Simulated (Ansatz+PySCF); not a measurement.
The numbers below are computed, except where a source is named.
## PySCF 2.14.0 run

```python
from pyscf import gto, scf, cc

mol = gto.M(atom="""
C 0.000000 0.000000 0.000000
Cl 0.908620 1.211490 2.622960
""", basis='sto-3g', charge=0, spin=3)
mf = scf.UHF(mol)
mf.kernel()
mycc = cc.CCSD(mf, frozen=6).run()
et = mycc.ccsd_t()
print(mf.e_tot, mycc.e_corr, et, mycc.e_tot + et)
```

The script is written out from the run's settings.

Results

```
Converged                       : yes
Reference energy                : -491.73994 hartree
CCSD correlation energy         : -0.02036 hartree
Triples correction              : -0.00001 hartree
Total energy                    : -491.76031 hartree
Spin squared of the determinant : 3.751
```

This is not the lowest solution: another run reaches a determinant 0.04 eV lower.
